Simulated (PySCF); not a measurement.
## `c1c[cH+]1`: 4 charge schemes on one density

Species: C3H3 (charge +1).
Structure used (PBE0-D3(BJ)/def2-SVP), in Å, numbered top down from 1:
```xyz
6
C3H3 angstrom
C     -0.5450   -0.5666   -0.0003
C     -0.2172    0.7572   -0.0182
C      0.7653   -0.1885   -0.0030
H     -1.3038   -1.3548    0.0094
H     -0.5203    1.8083   -0.0340
H      1.8273   -0.4516    0.0030
```

Density: PBE0/pcSseg-1 (PySCF); schemes: Mulliken, IAO, Hirshfeld and ESP-fitted. Isolated species at its PBE0-D3(BJ)/def2-SVP geometry, gas phase.

Problem. Give the atomic charges in each scheme.

Solution. In e:

```
atom                 environment  Mulliken     IAO  Hirshfeld  ESP-fitted
  C1  unsaturated ring CH carbon    +0.127  +0.072     +0.165      +0.093
  C2  unsaturated ring CH carbon    +0.127  +0.072     +0.165      +0.094
  C3  unsaturated ring CH carbon    +0.127  +0.072     +0.165      +0.092
  H4              hydrogen on C1    +0.206  +0.261     +0.168      +0.241
  H5              hydrogen on C2    +0.206  +0.261     +0.168      +0.240
  H6              hydrogen on C3    +0.206  +0.261     +0.168      +0.241
```

Mean size of the charges over all atoms: Mulliken 0.167 e, IAO 0.167 e, Hirshfeld 0.167 e, ESP-fitted 0.167 e. Each set sums to the total charge, 1, to within 0.001 e. The IAO scheme projects the occupied orbitals on a minimal set of polarised atomic orbitals and counts the electrons in each atom's part of it.

Lowest charge. All schemes pick atoms of one kind: Mulliken C1, C2 and C3 (+0.127); IAO C1, C2 and C3 (+0.072); Hirshfeld C1, C2 and C3 (+0.165); ESP-fitted C3 (+0.092).

Highest charge. All schemes pick atoms of one kind: Mulliken H4, H5 and H6 (+0.206); IAO H4, H5 and H6 (+0.261); Hirshfeld H4, H5 and H6 (+0.168); ESP-fitted H4 and H6 (+0.241).

Problem. Sum the charges by element.

Solution. 
```json
{"element": "C", "atoms": "3", "Mulliken": "+0.382", "IAO": "+0.217", "Hirshfeld": "+0.496", "ESP-fitted": "+0.279"}
{"element": "H", "atoms": "3", "Mulliken": "+0.619", "IAO": "+0.783", "Hirshfeld": "+0.505", "ESP-fitted": "+0.722"}
```

Problem. How many electrons does the Mulliken scheme count on C3?

Solution. Z − q = 6 − (+0.127) = 5.873.
